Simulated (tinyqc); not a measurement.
Inside a calculation. Method: RHF in the sto-3g basis, for BH2+, spin multiplicity 1. One step of it, computed by the program tinyqc.

Problem. Iteration 1: building the Fock matrix. J_ij = sum D_kl (ij|kl), K_ij = sum D_kl (ik|jl); F = H + J - 0.5 K; E = tr D H + tr D J / 2 - 0.25 tr D K + E_nn.

D at the start, order 1B 1s, 1B 2s, 1B 2px, 1B 2py, 1B 2pz, 2H 1s, 3H 1s:
```
[[2.139667, -0.532137, 0.000000, -0.004542, -0.254441, 0.063530, 0.061623],
 [-0.532137, 2.002351, 0.000000, 0.023167, 1.024783, -0.210079, -0.206900],
 [0.000000, 0.000000, 0.000000, 0.000000, 0.000000, 0.000000, 0.000000],
 [-0.004542, 0.023167, 0.000000, 2.314756, -0.002496, -0.227638, 0.228469],
 [-0.254441, 1.024783, 0.000000, -0.002496, 0.524723, -0.106049, -0.107263],
 [0.063530, -0.210079, 0.000000, -0.227638, -0.106049, 0.043985, -0.000731],
 [0.061623, -0.206900, 0.000000, 0.228469, -0.107263, -0.000731, 0.044427]]
```

core Hamiltonian H = T + V (hartree), order 1B 1s, 1B 2s, 1B 2px, 1B 2py, 1B 2pz, 2H 1s, 3H 1s:
```
[[-13.131173, -3.405509, 0.000000, -0.001962, -0.014868, -0.724592, -0.585052],
 [-3.405509, -4.204040, 0.000000, -0.013596, -0.136039, -1.681238, -1.470202],
 [0.000000, 0.000000, -3.341011, 0.000000, 0.000000, 0.000000, 0.000000],
 [-0.001962, -0.013596, 0.000000, -3.497339, -0.006233, -1.356383, 1.224409],
 [-0.014868, -0.136039, 0.000000, -0.006233, -3.388211, -0.769160, -0.695306],
 [-0.724592, -1.681238, 0.000000, -1.356383, -0.769160, -2.773029, -0.286632],
 [-0.585052, -1.470202, 0.000000, 1.224409, -0.695306, -0.286632, -2.634564]]
```

Two-electron integrals (ij|kl) in chemists' order, unique and non-zero (hartree):
```
(11|11) 2.923513    (21|11) 0.518376    (21|21) 0.109262    (22|11) 0.744229
(22|21) 0.193177    (22|22) 0.544804    (31|31) 0.020264    (32|31) 0.029996
(32|32) 0.120346    (33|11) 0.742491    (33|21) 0.193240    (33|22) 0.544682
(33|33) 0.586773    (41|41) 0.020264    (42|41) 0.029996    (42|42) 0.120346
(43|43) 0.031630    (44|11) 0.742491    (44|21) 0.193240    (44|22) 0.544682
(44|33) 0.523513    (44|44) 0.586773    (51|51) 0.020264    (52|51) 0.029996
(52|52) 0.120346    (53|53) 0.031630    (54|54) 0.031630    (55|11) 0.742491
(55|21) 0.193240    (55|22) 0.544682    (55|33) 0.523513    (55|44) 0.523513
(55|55) 0.586773    (61|11) 0.108557    (61|21) 0.022806    (61|22) 0.040465
(61|33) 0.040267    (61|41) 0.001453    (61|42) 0.002674    (61|44) 0.040741
(61|51) 0.000798    (61|52) 0.001469    (61|54) 0.000260    (61|55) 0.040410
(61|61) 0.004912    (62|11) 0.257162    (62|21) 0.067762    (62|22) 0.209640
(62|33) 0.203691    (62|41) 0.006547    (62|42) 0.039527    (62|44) 0.217251
(62|51) 0.003596    (62|52) 0.021713    (62|54) 0.007448    (62|55) 0.207783
(62|61) 0.015100    (62|62) 0.110298    (63|31) 0.006851    (63|32) 0.031832
(63|43) 0.007423    (63|53) 0.004078    (63|63) 0.012311    (64|11) 0.209436
(64|21) 0.055927    (64|22) 0.182610    (64|33) 0.172889    (64|41) 0.011531
(64|42) 0.063362    (64|44) 0.198585    (64|51) 0.002571    (64|52) 0.017320
(64|54) 0.010037    (64|55) 0.176163    (64|61) 0.013085    (64|62) 0.112568
(64|64) 0.124863    (65|11) 0.115048    (65|21) 0.030722    (65|22) 0.100311
(65|33) 0.094972    (65|41) 0.002571    (65|42) 0.017320    (65|44) 0.100931
(65|51) 0.008263    (65|52) 0.041346    (65|54) 0.010697    (65|55) 0.104925
(65|61) 0.007188    (65|62) 0.061836    (65|64) 0.061827    (65|65) 0.046274
(66|11) 0.414657    (66|21) 0.111310    (66|22) 0.389163    (66|33) 0.365947
(66|41) 0.013222    (66|42) 0.105384    (66|44) 0.419116    (66|51) 0.007263
(66|52) 0.057890    (66|54) 0.029207    (66|55) 0.381991    (66|61) 0.025305
(66|62) 0.260135    (66|64) 0.288802    (66|65) 0.158645    (66|66) 0.774606
(71|11) 0.087510    (71|21) 0.018391    (71|22) 0.032659    (71|33) 0.032504
(71|41) -0.001150   (71|42) -0.002133   (71|44) 0.032875    (71|51) 0.000632
(71|52) 0.001172    (71|54) -0.000204   (71|55) 0.032617    (71|61) 0.003778
(71|62) 0.011123    (71|64) 0.008743    (71|65) 0.005303    (71|66) 0.018148
(71|71) 0.003191    (72|11) 0.222305    (72|21) 0.058665    (72|22) 0.183438
(72|33) 0.178089    (72|41) -0.005644   (72|42) -0.035179   (72|44) 0.190278
(72|51) 0.003102    (72|52) 0.019337    (72|54) -0.006700   (72|55) 0.181772
(72|61) 0.011928    (72|62) 0.063714    (72|64) 0.048075    (72|65) 0.034982
(72|66) 0.115018    (72|71) 0.010547    (72|72) 0.087163    (73|31) 0.005713
(73|32) 0.027096    (73|43) -0.006466   (73|53) 0.003554    (73|63) 0.006268
(73|73) 0.009277    (74|11) -0.186285   (74|21) -0.049792   (74|22) -0.164288
(74|33) -0.155609   (74|41) 0.009818    (74|42) 0.055702    (74|44) -0.178469
(74|51) -0.002256   (74|52) -0.015724   (74|54) 0.009011    (74|55) -0.158608
(74|61) -0.009672   (74|62) -0.050037   (74|64) -0.032822   (74|65) -0.026954
(74|66) -0.086216   (74|71) -0.009359   (74|72) -0.091246   (74|74) 0.102855
(75|11) 0.102394    (75|21) 0.027369    (75|22) 0.090303    (75|33) 0.085533
(75|41) -0.002256   (75|42) -0.015724   (75|44) 0.090989    (75|51) 0.006953
(75|52) 0.035739    (75|54) -0.009466   (75|55) 0.094290    (75|61) 0.005839
(75|62) 0.035697    (75|64) 0.026529    (75|65) 0.025432    (75|66) 0.067369
(75|71) 0.005145    (75|72) 0.050154    (75|74) -0.051436   (75|75) 0.037550
(76|11) 0.040311    (76|21) 0.010629    (76|22) 0.033389    (76|33) 0.032432
(76|41) -0.000023   (76|42) -0.000232   (76|44) 0.033590    (76|51) 0.000962
(76|52) 0.005958    (76|54) -0.000058   (76|55) 0.034115    (76|61) 0.002280
(76|62) 0.014820    (76|64) 0.013133    (76|65) 0.009094    (76|66) 0.031340
(76|71) 0.001844    (76|72) 0.013370    (76|74) -0.012334   (76|75) 0.008371
(76|76) 0.002576    (77|11) 0.387137    (77|21) 0.104029    (77|22) 0.368811
(77|33) 0.347240    (77|41) -0.011729   (77|42) -0.098103   (77|44) 0.396579
(77|51) 0.006447    (77|52) 0.053924    (77|54) -0.027120   (77|55) 0.362147
(77|61) 0.021045    (77|62) 0.125180    (77|64) 0.090445    (77|65) 0.071672
(77|66) 0.230480    (77|71) 0.019008    (77|72) 0.227822    (77|74) -0.258535
(77|75) 0.142107    (77|76) 0.031340    (77|77) 0.774606
```

nuclear repulsion = 4.28116948 hartree

Give: Coulomb J; exchange K; Fock matrix F; total energy of this density.

Solution.

Coulomb J (hartree), order 1B 1s, 1B 2s, 1B 2px, 1B 2py, 1B 2pz, 2H 1s, 3H 1s:
```
[[8.935, 1.830, 0.000, 0.000, 0.044, 0.386, 0.311],
 [1.830, 3.704, 0.000, 0.000, 0.188, 1.407, 1.226],
 [0.000, 0.000, 3.653, 0.000, 0.000, 0.000, 0.000],
 [0.000, 0.000, 0.000, 3.769, -0.001, 1.205, -1.080],
 [0.044, 0.188, 0.000, -0.001, 3.678, 0.700, 0.626],
 [0.386, 1.407, 0.000, 1.205, 0.700, 2.512, 0.225],
 [0.311, 1.226, 0.000, -1.080, 0.626, 0.225, 2.365]]
```

exchange K (hartree), order 1B 1s, 1B 2s, 1B 2px, 1B 2py, 1B 2pz, 2H 1s, 3H 1s:
```
[[5.986, 1.114, 0.000, 0.000, 0.026, 0.249, 0.202],
 [1.114, 1.278, 0.000, 0.003, 0.525, 0.542, 0.464],
 [0.000, 0.000, 0.312, 0.000, 0.000, 0.000, 0.000],
 [0.000, 0.003, 0.000, 1.414, -0.006, 0.421, -0.367],
 [0.026, 0.525, 0.000, -0.006, 0.555, 0.272, 0.238],
 [0.249, 0.542, 0.000, 0.421, 0.272, 0.418, 0.097],
 [0.202, 0.464, 0.000, -0.367, 0.238, 0.097, 0.317]]
```

Fock matrix F (hartree), order 1B 1s, 1B 2s, 1B 2px, 1B 2py, 1B 2pz, 2H 1s, 3H 1s:
```
[[-7.189, -2.133, 0.000, -0.002, 0.016, -0.463, -0.375],
 [-2.133, -1.139, 0.000, -0.015, -0.210, -0.545, -0.476],
 [0.000, 0.000, 0.156, 0.000, 0.000, 0.000, 0.000],
 [-0.002, -0.015, 0.000, -0.436, -0.004, -0.362, 0.328],
 [0.016, -0.210, 0.000, -0.004, 0.012, -0.205, -0.188],
 [-0.463, -0.545, 0.000, -0.362, -0.205, -0.470, -0.110],
 [-0.375, -0.476, 0.000, 0.328, -0.188, -0.110, -0.428]]
```

total energy of this density = -24.11344 hartree
